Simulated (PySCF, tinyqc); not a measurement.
CIS and TDHF on RHF in the sto-3g basis, frozen core, for CH2, spin multiplicity 1, step by step. The lowest restricted solution is unstable here: a spin-polarised one lies 0.0371 hartree lower (PySCF). One step of it, computed by the program tinyqc.

Task: TDHF (RPA) triplet states. B(ia,jb) = - (ib|ja); the squared energies are the eigenvalues of (A - B)(A + B); 1 hartree = 27.211386 eV.

CIS matrix A, triplet (hartree):
```
,2>5,2>6,2>7,3>5,3>6,3>7,4>5,4>6,4>7
2>5,0.545174,0.000000,0.000000,0.000000,0.000000,0.000000,0.034771,0.000000,0.000000
2>6,0.000000,1.079885,0.000000,0.000000,0.000000,-0.113960,0.000000,-0.057482,0.000000
2>7,0.000000,0.000000,1.145052,0.000000,-0.113960,0.000000,0.000000,0.000000,0.006477
3>5,0.000000,0.000000,0.000000,0.279109,0.000000,0.000000,0.000000,0.000000,0.000000
3>6,0.000000,0.000000,-0.113960,0.000000,0.794163,0.000000,0.000000,0.000000,-0.024957
3>7,0.000000,-0.113960,0.000000,0.000000,0.000000,0.822809,0.000000,-0.024957,0.000000
4>5,0.034771,0.000000,0.000000,0.000000,0.000000,0.000000,-0.064375,0.000000,0.000000
4>6,0.000000,-0.057482,0.000000,0.000000,0.000000,-0.024957,0.000000,0.609624,0.000000
4>7,0.000000,0.000000,0.006477,0.000000,-0.024957,0.000000,0.000000,0.000000,0.570958
```

Two-electron integrals over orbitals (pq|rs), unique and non-zero (hartree); the lowest 1 orbital is frozen and left out:
```
p,q,r,s,(pq|rs)
2,2,2,2,0.569417
3,2,3,2,0.149485
3,3,2,2,0.537258
3,3,3,3,0.547913
4,2,2,2,0.038704
4,2,3,3,0.021853
4,2,4,2,0.066720
4,3,3,2,0.013678
4,3,4,3,0.030210
4,4,2,2,0.497920
4,4,3,3,0.480816
4,4,4,2,-0.076409
4,4,4,4,0.690781
5,2,5,2,0.087701
5,3,5,3,0.021923
5,4,5,2,-0.039020
5,4,5,4,0.054648
5,5,2,2,0.548068
5,5,3,3,0.501577
5,5,4,2,-0.034771
5,5,4,4,0.590162
5,5,5,5,0.672833
6,2,2,2,0.080388
6,2,3,3,0.030079
6,2,4,2,0.000409
6,2,4,4,0.080859
6,2,5,5,0.124607
6,2,6,2,0.098675
6,3,3,2,-0.068090
6,3,4,3,-0.021276
6,3,6,3,0.078736
6,4,2,2,0.028488
6,4,3,3,0.006659
6,4,4,2,-0.001424
6,4,4,4,0.050195
6,4,5,5,0.038479
6,4,6,2,0.042216
6,4,6,4,0.026865
6,5,5,2,0.059211
6,5,5,4,-0.017945
6,5,6,5,0.048921
6,6,2,2,0.561544
6,6,3,3,0.534710
6,6,4,2,0.057482
6,6,4,4,0.464350
6,6,5,5,0.519739
6,6,6,2,0.062447
6,6,6,4,0.021878
6,6,6,6,0.594884
7,2,3,2,-0.011474
7,2,4,3,-0.031047
7,2,6,3,0.048058
7,2,7,2,0.052000
7,3,2,2,0.038588
7,3,3,3,0.027123
7,3,4,2,-0.055421
7,3,4,4,0.125877
7,3,5,5,0.116596
7,3,6,2,0.072359
7,3,6,4,0.032646
7,3,6,6,0.000022
7,3,7,3,0.116830
7,4,3,2,-0.071495
7,4,4,3,0.016839
7,4,6,3,0.033323
7,4,7,2,-0.007738
7,4,7,4,0.063943
7,5,5,3,0.018268
7,5,7,5,0.021406
7,6,3,2,0.113960
7,6,4,3,0.024957
7,6,6,3,-0.074583
7,6,7,2,-0.032807
7,6,7,4,-0.049934
7,6,7,6,0.111753
7,7,2,2,0.531782
7,7,3,3,0.541469
7,7,4,2,-0.006477
7,7,4,4,0.538421
7,7,5,5,0.535158
7,7,6,2,0.041983
7,7,6,4,0.011768
7,7,6,6,0.534318
7,7,7,3,0.059507
7,7,7,7,0.575575
```

Give: TDHF matrix B, triplet; squared energies w^2; TDHF energies from the positive w^2.

Result:

TDHF matrix B, triplet (hartree):
```
,2>5,2>6,2>7,3>5,3>6,3>7,4>5,4>6,4>7
2>5,-0.088,0.000,0.000,0.000,0.000,0.000,0.039,0.000,0.000
2>6,0.000,-0.099,0.000,0.000,0.000,-0.048,0.000,-0.042,0.000
2>7,0.000,0.000,-0.052,0.000,-0.072,0.000,0.000,0.000,0.008
3>5,0.000,0.000,0.000,-0.022,0.000,0.000,0.000,0.000,0.000
3>6,0.000,0.000,-0.072,0.000,-0.079,0.000,0.000,0.000,-0.033
3>7,0.000,-0.048,0.000,0.000,0.000,-0.117,0.000,-0.033,0.000
4>5,0.039,0.000,0.000,0.000,0.000,0.000,-0.055,0.000,0.000
4>6,0.000,-0.042,0.000,0.000,0.000,-0.033,0.000,-0.027,0.000
4>7,0.000,0.000,0.008,0.000,-0.033,0.000,0.000,0.000,-0.064
```

squared energies w^2 (hartree^2): 0.001  0.077  0.289  0.317  0.345  0.567  0.605  1.264  1.386

TDHF energies from the positive w^2 (eV): 0.974  7.571  14.623  15.309  15.991  20.482  21.161  30.594  32.039

A + B or A - B has a negative eigenvalue: the restricted solution is unstable towards a spin-polarised one, a negative w^2 means an imaginary energy, and the lowest roots have no physical meaning.
